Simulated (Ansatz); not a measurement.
Worked example: correlation energy of NF$_{3}$, singlet

Geometry: MP2(full)/6-31G*, from the G2/97 set.

```xyz
4

N     0.0000    0.0000    0.4950
F     0.0000    1.2382   -0.1216
F     1.0723   -0.6191   -0.1216
F    -1.0723   -0.6191   -0.1216
```

Basis cc-pVTZ; Ansatz 0.2.0. Correlated methods freeze the noble-gas cores, which leaves 26 electrons in 116 orbitals. R marks a restricted (for open shells ROHF) determinant.

Full CI isn't at hand for all of this; RCCSDT(Q) serves as the reference, and is uncertain by about the last step of the cluster series.

Runs differ by some tens of microhartree through their thresholds, so steps under 0.03 kcal/mol mean nothing.

```
    level  total energy (hartree)
      RHF             -352.672107
     RMP2             -353.642610
    RCCSD             -353.643529
 RCCSD(T)             -353.679947
   RCCSDT             -353.680171
RCCSDT(Q)             -353.682395
```

Q: What is the correlation energy at RCCSDT(Q), and what share of it do RMP2 and RCCSD recover?

A: E(corr) = -353.682395 − (-352.672107) = -1.010288 hartree = -27.491 eV. RMP2: -0.970503 / -1.010288 = 96.06 %. RCCSD: -0.971422 / -1.010288 = 96.15 %.

Q: By how many kcal/mol does RCCSD(T) miss RCCSDT(Q) (1 hartree = 627.509 kcal/mol), and which steps make up the rest?

A: -353.679947 − (-353.682395) = 0.002448 hartree = 1.54 kcal/mol. Steps: RCCSDT − RCCSD(T) = -0.14, RCCSDT(Q) − RCCSDT = -1.40 kcal/mol. Differences between like states or geometries often cancel part of this.
